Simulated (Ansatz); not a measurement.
Basis-set series for C4H4O (`CC#CC=O`). Charge 0, multiplicity 1. The structure was optimised at the PBE0-D4/def2-TZVP level.

```xyz
9

C    -1.169   -0.884    1.071
C    -0.232   -0.183    0.224
C     0.564    0.390   -0.477
C     1.467    1.106   -1.337
O     2.661    0.945   -1.355
H    -1.896   -0.191    1.501
H    -0.654   -1.397    1.886
H    -1.718   -1.629    0.491
H     0.978    1.842   -2.004
```

```json
{"functional": "PBE0-D4", "basis": "def2-SVP", "functions": "90", "energy (Eh)": "-229.53884", "HOMO (eV)": "-7.66", "LUMO (eV)": "-1.59"}
{"functional": "PBE0-D4", "basis": "def2-TZVPP", "functions": "211", "energy (Eh)": "-229.79767", "HOMO (eV)": "-7.83", "LUMO (eV)": "-1.76"}
{"functional": "ωB97M-V", "basis": "def2-SVP", "functions": "90", "energy (Eh)": "-229.70961", "HOMO (eV)": "-10.14", "LUMO (eV)": "0.68"}
{"functional": "ωB97M-V", "basis": "def2-TZVPP", "functions": "211", "energy (Eh)": "-229.97863", "HOMO (eV)": "-10.32", "LUMO (eV)": "0.45"}
```

**Question.** Give the rows for def2-QZVPP. (An estimate is asked.)

**Answer.** Computed: 
| functional | basis | functions | energy (Eh) | HOMO (eV) | LUMO (eV) |
| --- | --- | --- | --- | --- | --- |
| PBE0-D4 | def2-QZVPP | 405 | -229.81003 | -7.86 | -1.80 |
| ωB97M-V | def2-QZVPP | 405 | -229.99014 | -10.36 | 0.39 |

Positive LUMOs are unbound and depend on the basis.
